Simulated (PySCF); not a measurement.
**From one method to the next for AlC (quartet)**

What do other methods print for AlC (quartet)?

Program: PySCF 2.14.0. Level of theory: each script names its method and basis. These are calculated values, not measurements.

3 further runs of the same task are left out: 3 that didn't finish.

## (1) The starting structure

AlC (quartet): 2 atoms, charge 0, spin multiplicity 4.

Bond lengths: Al1–C2 2.000 Å.

## (2) The base run

Input file input.py:

```python
from pyscf import gto, scf, cc

mol = gto.M(
    atom='Al 0 0 0; C 0 0 2',
    basis='cc-pvdz-dk',
    charge=0,
    spin=3,
    symmetry=True,
    verbose=3,
)
mf = scf.UHF(mol)
mf = mf.sfx2c1e()
mf.kernel()
mycc = cc.CCSD(mf, frozen=6)
mycc.kernel()
mycc.ccsd_t()
mf.dip_moment()
print('orbital energies (hartree):', [e[max(0, n-3):n+3].round(4) for e, n in zip(mf.mo_energy, mol.nelec)])
```

Run with:

```console
$ OMP_NUM_THREADS=1 python input.py
```

## (3) RHF

Variant 1 changes SCF type: UHF → RHF.

Input file input.py:

```python
from pyscf import gto, scf, cc

mol = gto.M(
    atom='Al 0 0 0; C 0 0 2',
    basis='cc-pvdz-dk',
    charge=0,
    spin=3,
    symmetry=True,
    verbose=3,
)
mf = scf.RHF(mol)
mf = mf.sfx2c1e()
mf.kernel()
mycc = cc.CCSD(mf, frozen=6)
mycc.kernel()
mycc.ccsd_t()
mf.dip_moment()
print('orbital energies (hartree):', mf.mo_energy[..., max(0, mol.nelec[1]-3):mol.nelec[0]+3].round(4))
```

## (4) MP2

Variant 2 changes step after the SCF: ccsd(t) → mp2.

input.py: that of step 2 with these lines changed.

```diff
@@ -1,2 +1,2 @@
-from pyscf import gto, scf, cc
+from pyscf import gto, scf, mp
 
@@ -13,5 +13,3 @@
 mf.kernel()
-mycc = cc.CCSD(mf, frozen=6)
-mycc.kernel()
-mycc.ccsd_t()
+mp.MP2(mf, frozen=6).kernel()
 mf.dip_moment()
```

## (5) Frozen orbitals 7

Variant 3 changes frozen orbitals: 6 → 7.

input.py: that of step 2 with these lines changed.

```diff
@@ -13,3 +13,3 @@
 mf.kernel()
-mycc = cc.CCSD(mf, frozen=6)
+mycc = cc.CCSD(mf, frozen=7)
 mycc.kernel()
```

## (6) Polarisability

Variant 4 changes step after the SCF: ccsd(t) → polarizability.

input.py: that of step 2 with these lines changed.

```diff
@@ -1,2 +1,3 @@
-from pyscf import gto, scf, cc
+from pyscf import gto, scf
+from pyscf.prop.polarizability import uhf as pol
 
@@ -13,5 +14,4 @@
 mf.kernel()
-mycc = cc.CCSD(mf, frozen=6)
-mycc.kernel()
-mycc.ccsd_t()
+print('polarizability (a.u.)')
+print(pol.Polarizability(mf).polarizability().round(4))
 mf.dip_moment()
```

**Question.** What will these runs give? Wanted: for each run, E(SCF); from base; gap, α spin; SCF dipole; after the SCF.

**Answer**, as computed:

```tsv
run	E(SCF) (hartree)	from base (eV)	gap, α spin (eV)	SCF dipole (D)	after the SCF
base	-280.100335	0	9.82	1.15	CCSD(T) correlation -3.845 eV, core frozen
RHF	-280.098459	+0.0511	n/a	1.05	CCSD(T) correlation -3.893 eV, core frozen
MP2	-280.100335	0.0000	9.82	1.15	MP2 correlation -2.842 eV, core frozen
frozen orbitals 7	-280.100335	0.0000	9.82	1.15	CCSD(T) correlation -2.092 eV, core frozen
polarisability	-280.100335	0.0000	9.82	1.15	mean α 47.4 bohr³
```

What this shows: On the same reference and core, CCSD(T) gains 3.85 eV in 1.1 s; MP2 reaches 74 % of that in 0.76 s.
